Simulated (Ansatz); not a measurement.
Species: C₄H₄S, SMILES `c1ccsc1` (charge 0, multiplicity 1), formula C$_{4}$H$_{4}$S.

How many basis functions does frozen-core CCSD(T)/cc-pVTZ // PBE0-D4/def2-TZVP (Ansatz, a program for electronic structure) use, how many core orbitals are frozen, and how many electrons are correlated?

210 basis functions and 9 frozen orbitals, which leaves 26 correlated electrons. Core time is of the order of seconds.
